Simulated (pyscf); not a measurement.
Structures and frequencies: ωB97X-D3(BJ)/def2-SVP in PySCF.

Question: Estimate the classical barrier height and the reaction energy of HO–Ti(OH)(OH)–OH -> H₂O + O=Ti(OH)–OH at ωB97M-D3(BJ)/def2-TZVP. The step runs on the singlet surface, breaks O–Ti, H–O and forms H–O; take the reactant's lowest minimum found as zero.

Answer: ΔE‡ = 33.9 kcal/mol, ΔE = +48.8 kcal/mol. Zero-point energy shifts the barrier by -0.8 kcal/mol. It is an elimination, with an imaginary mode of 1529i cm⁻¹. On the product side the descent ends in an adduct with a O–Ti contact, 30.6 kcal/mol under the separated species and 14.4 kcal/mol under the saddle at ωB97X-D3(BJ)/def2-TZVP. At ωB97M-D3(BJ) the saddle lies under the separated products, which points to a path from their complex (located at ωB97X-D3(BJ) alone), and parting the products costs more than the saddle. What is counted as broken (O–Ti) persists as a longer contact in the product adduct; parting that adduct is a step of its own. At the saddle there is also a short H–Ti contact that neither side keeps. One saddle was located; it need not be the lowest between these sides.
